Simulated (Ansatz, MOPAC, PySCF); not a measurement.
System: C2H3O, charge 0, multiplicity 2. SMILES: C[C]=O
Geometry: optimised at B3LYP-D3(BJ)/def2-TZVP (Ansatz, a first-principles code).

Quantity: enthalpy of formation at 298 K, in kcal/mol. Set-up: valence correlation only; no spin-orbit coupling; six Cartesian d functions in 6-31G* and its kin unless marked 5d; non-relativistic; open shells spin-unrestricted; no dispersion term unless named. Basis-set limits of correlation are two-point, X^-3; Hartree-Fock from the larger set. The bracket is a focal-point correction in the basis named. Ab initio and DFT rows: single points at B3LYP-D3(BJ) geometries (Ansatz), with unscaled harmonic terms from B3LYP/6-31G* at its own minima, enthalpies of formation by atomisation with measured atoms. Semi-empirical rows: MOPAC heats of formation at their own minima for 298 K. A UHF reference is markedly spin-contaminated in at least one set, which strains HF and MP2.

Measured values: Active Thermochemical Tables 1.112 (ions: stationary electron), as tabulated in the package chemicals; they hold spin-orbit and core effects, anharmonicity. 

Value to compare with, the measured value: -2.3 kcal/mol.

| level | program | enthalpy of formation at 298 K (kcal/mol) | error |
|---|---|---|---|
| PM3 | MOPAC | -20.6 | -18.3 |
| PM6 | MOPAC | -20.4 | -18.1 |
| HF/3-21G | Ansatz | 207.2 | 209.5 |
| PBE/STO-3G | Ansatz | -94.7 | -92.4 |
| PBE/3-21G | Ansatz | -6.5 | -4.2 |
| PBE/def2-SVP | Ansatz | -29.4 | -27.1 |
| BP86/6-31G* (5d) | PySCF | -26.8 | -24.5 |
| B3LYP/6-31G | Ansatz | 26.7 | 29.0 |
| B3LYP/def2-SVP | Ansatz | -6.8 | -4.5 |
| PBE/def2-TZVPD | Ansatz | -23.6 | -21.3 |
| M06-2X/def2-TZVPD | PySCF | -1.5 | 0.8 |
| B2PLYP-D3(BJ)/def2-TZVPD | Ansatz + dftd3 | 0.4 | 2.7 |
| RI-MP2/CBS(cc-pVTZ,cc-pVQZ)+[CCSD(T)-MP2]/cc-pVTZ | Ansatz | -1.0 | 1.3 |

Among the 9 habitual levels, HF/3-21G lies farthest from the measured value (209.5 kcal/mol); 2 of 9 lie above it, and their mean absolute error is 47.5 kcal/mol, the median 24.5. One case shows no general order.

The levels are drawn from those run, B3LYP/6-31G* more often than the rest, none by its result; runs whose electronic state is in doubt are left out.
